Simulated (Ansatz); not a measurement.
The input, for Ansatz 0.2.0:

```yaml
crystal:
  periodic: [false, false, false]
  atoms:
    - {symbol: O, position_ang: [0.000000, -0.050655, 0.000000]}
    - {symbol: H, position_ang: [0.000000, 0.402033, -0.846032]}
    - {symbol: H, position_ang: [0.000000, 0.402033, 0.846032]}
basis:
  gaussian: {orbitals: 6-31G, fitting: {mean_field: def2-universal-jkfit}}
correlation: {active_space: {ras: {orbitals: [4, 0, 8], electrons: 8, max_holes: 2, max_particles: 2}, fixed_orbitals: true}}
```

```sh
$ ansatz run in.yaml --threads 1 --pin off --events-out ev --progress --plain --max-ram 2393MiB
```

(1) Roughly how long does this take on 1 thread of Arm Neoverse V2, shared host, and how much host memory?

```
113 factors; integrals over basis functions are off by at most 2.2e-2 eV
mean field evaluation 1: about -2066.0552 eV, gradient 2.9e1 eV
mean field evaluation 2: about -2067.1404 eV, gradient 1.6e1 eV
mean field evaluation 4: about -2067.5561 eV, gradient 1.7e-1 eV
mean field -2067.55621700 eV, -75.9812895347 hartree, gradient 6.8e-7 eV, S^2 0.000000; 0 other end points of the search recorded, 0 dependent functions left out
reference -2067.55621700 eV, -75.9812895347 hartree; 5, 5 occupied and 8, 8 virtual orbitals, 113 factors
state -2071.04954402 eV, -76.1096669348 hartree
Total energy: -2071.04954402 eV, -76.1096669348 hartree
```

## Answers

(1) 0.06 s wall and 0.17 GiB.
